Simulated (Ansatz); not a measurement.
System: NO, charge 0, multiplicity 2. 
Structure (B3LYP-D3(BJ)/def2-TZVP (Ansatz, a first-principles code) minimum search):
```
N
O 1 1.1449
```
Charge 0, spin multiplicity 2.

Basis-set convergence of Hartree-Fock and CCSD(T) correlation energies (hartree) with Ansatz. Cores are frozen in the correlated levels unless marked. UHF or UKS for open shells. Spin-orbit coupling is left out. No relativistic terms.

```tsv
basis	functions	E(HF)	E(corr, CCSD(T))
def2-SVP	28	-129.14151	-0.33653
def2-TZVPP	62	-129.30351	-0.41764
def2-QZVPP	114	-129.30896	-0.44592
```

Extrapolating the two largest sets (X = 3 and 4) as X^-3: E(corr) = (64·(-0.44592) - 27·(-0.41764))/37 = -0.4666 Eh, an estimate of the basis-set limit. The largest set recovers 95.6 % of it, the smallest 72.1 %.
